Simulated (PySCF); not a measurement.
Species: C5H5N.
Structure used (PBE0-D3(BJ)/def2-SVP), in Å, numbered top down from 1:
```
atom  x, y, z in Å
N1     1.7109    0.0071    2.1646
C2     1.2074   -0.1090    1.1283
C3     0.5776   -0.2555   -0.1720
C4    -0.9068   -0.4067   -0.3103
C5    -1.3214    0.8959    0.2890
C6    -0.2632    0.8357   -0.7618
H7     1.1880   -0.8290   -0.8800
H8    -1.4662   -1.1767   -0.8387
H9    -1.0482    1.1313    1.3268
H10   -2.2952    1.2860   -0.0258
H11   -0.1811    1.3051   -1.7405
```

Level: PBE0/pcSseg-1 and CAM-B3LYP/def2-SVPD in PySCF, non-relativistic, on one gas-phase PBE0-D3(BJ)/def2-SVP geometry that isn't relaxed in the solvent. The solvent is an IEF-PCM continuum (cavity from Bondi-type radii × 1.2). Specific hydrogen bonds and non-electrostatic terms are outside this model.

Gas phase at PBE0/pcSseg-1: HOMO -8.22 eV, LUMO 0.60 eV, dipole 4.82 D.

**Question.** What does the continuum do to the energy, the frontier levels and the dipole at PBE0/pcSseg-1 in chloroform and dimethylsulfoxide?

**Answer.** 
```csv
solvent,ε,E(solvent) − E(gas) (kcal/mol),polarisation term (kcal/mol),distortion of the solute (kcal/mol),HOMO (eV),LUMO (eV),dipole (D)
chloroform,4.711,-5.01,-5.86,0.85,-8.00,0.55,5.80
dimethylsulfoxide,46.83,-6.95,-8.63,1.68,-7.94,0.50,6.20
```

Polarisation term: ½ Σ q·V over the induced surface charges. Distortion: the rise of the solute's own energy as its density leaves the gas-phase optimum. From chloroform to dimethylsulfoxide the lowering changes by a factor 1.39, Onsager's factor (ε − 1)/(2ε + 1) by 1.36 and ε itself by 9.9.

**Question.** Which radius a makes the point-dipole formula ΔE = −[(ε − 1)/(2ε + 1)]·μ²/a³ give the value in dimethylsulfoxide, with the gas-phase dipole?

**Answer.** μ = 1.897 au and |ΔE| = 0.01107 Eh give a = 2.86 Å; the farthest nucleus lies 2.92 Å from the centroid of the nuclei, so such a sphere wouldn't even hold the nuclei. The formula assumes a rigid point dipole at the centre of a sphere.

**Question.** Give the dipole vector in the frame of the coordinates (D, pointing from negative to positive charge), gas and dimethylsulfoxide.

**Answer.** Gas (-2.51, -0.19, -4.11), solvent (-3.13, -0.32, -5.34). Its length changes by +29 % and its direction by 1°.

**Question.** Which Hirshfeld charges (PBE0/pcSseg-1) respond most in chloroform (means over atoms taken as equivalent)?

**Answer.** 
| atoms | environment | gas (e) | solvent (e) | change |
| --- | --- | --- | --- | --- |
| N1 | nitrile nitrogen | -0.227 | -0.273 | -0.046 |
| C2 | nitrile carbon | +0.079 | +0.089 | +0.010 |
| H7 | methine hydrogen | +0.070 | +0.080 | +0.010 |
| H8/H11 | methine hydrogen | +0.069 | +0.077 | +0.008 |
| H10 | methylene hydrogen | +0.058 | +0.064 | +0.006 |
| C4/C6 | sp3 carbon at a ring junction | -0.042 | -0.038 | +0.004 |

**Question.** How do the nuclear quadrupole coupling constants eQVzz/h respond in chloroform?

**Answer.** 
| nucleus | Q (barn) | gas (MHz) | solvent (MHz) | η gas | η solvent |
| --- | --- | --- | --- | --- | --- |
| 14N at N1 | 0.02044 | -4.50 | -4.21 | 0.14 | 0.15 |

Gas phase at CAM-B3LYP/def2-SVPD: HOMO -9.62 eV, LUMO 1.14 eV, dipole 4.84 D.

**Question.** What does the continuum do to the energy, the frontier levels and the dipole at CAM-B3LYP/def2-SVPD in chloroform and dimethylsulfoxide?

**Answer.** 
| solvent | ε | E(solvent) − E(gas) (kcal/mol) | polarisation term (kcal/mol) | distortion of the solute (kcal/mol) | HOMO (eV) | LUMO (eV) | dipole (D) |
| --- | --- | --- | --- | --- | --- | --- | --- |
| chloroform | 4.711 | -5.10 | -6.01 | 0.91 | -9.37 | 1.46 | 5.87 |
| dimethylsulfoxide | 46.83 | -7.08 | -8.87 | 1.79 | -9.29 | 1.53 | 6.28 |

The atom shares or the degeneracy of the LUMO differ from the gas phase in chloroform and dimethylsulfoxide, so that column needn't follow one orbital.

**Question.** How does the static polarisability (CAM-B3LYP/def2-SVPD, frozen core, with the continuum's full static response) change?

**Answer.** 
```tsv
medium	isotropic (au)	principal values (au)	⟨r²⟩ of the electrons (bohr²)
gas	56.3	47.5, 53.0, 68.5	509.0
chloroform	69.0	58.4, 64.8, 83.8	509.5
dimethylsulfoxide	75.0	64.2, 70.5, 90.5	509.7
```

The isotropic value in dimethylsulfoxide is 1.33 times the gas-phase one; no cavity-field correction is applied. ⟨r²⟩ is taken about the centre of nuclear charge.
